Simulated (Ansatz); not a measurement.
C2H2FNS, SMILES `NC1=C(F)S1`, one more setting.

```yaml
crystal:
  periodic: [false, false, false]
  atoms:
    - {symbol: N, position_ang: [-0.358767, 0.962013, 0.439553]}
    - {symbol: C, position_ang: [0.272133, 0.005616, -0.199726]}
    - {symbol: C, position_ang: [0.685889, -1.326142, 0.079009]}
    - {symbol: F, position_ang: [-0.318613, -2.210081, -0.069442]}
    - {symbol: S, position_ang: [0.984880, -0.167502, -1.681261]}
    - {symbol: H, position_ang: [-0.763451, 0.784688, 1.344516]}
    - {symbol: H, position_ang: [-0.440770, 1.883309, 0.041750]}
basis:
  gaussian: {orbitals: aug-pcseg-2}
hamiltonian: {xc: {name: revPBE0}, dispersion: d3bjatm}
```

```sh
$ ansatz run in.yaml --threads 2 --pin off --events-out ev --progress --plain --max-ram 4352MiB
```

Output, abridged:

```
Functional definition: revPBE0
1236 factors; their error is unknown
mean field evaluation 1: about -17135.0054 eV, gradient 6.4e1 eV
mean field evaluation 2: about -17116.7648 eV, gradient 1.0e2 eV
mean field evaluation 4: about -17143.6315 eV, gradient 9.0e0 eV
mean field evaluation 8: about -17143.8594 eV, gradient 1.4e-1 eV
mean field evaluation 16: about -17143.9115 eV, gradient 2.0e-4 eV
mean field -17143.91151656 eV, -630.0271276731 hartree, gradient 6.9e-5 eV, S^2 0.000000; 0 other end points of the search recorded, 0 dependent functions left out
reference -17143.91157854 eV, -630.0271299508 hartree; 23, 23 occupied and 257, 257 virtual orbitals, 1236 factors
Total energy: -17144.24434357 eV, -630.0393588399 hartree
```

Run time 7 s (2 threads of an Arm Neoverse V1 on a shared host); peak host memory 0.55 GiB.
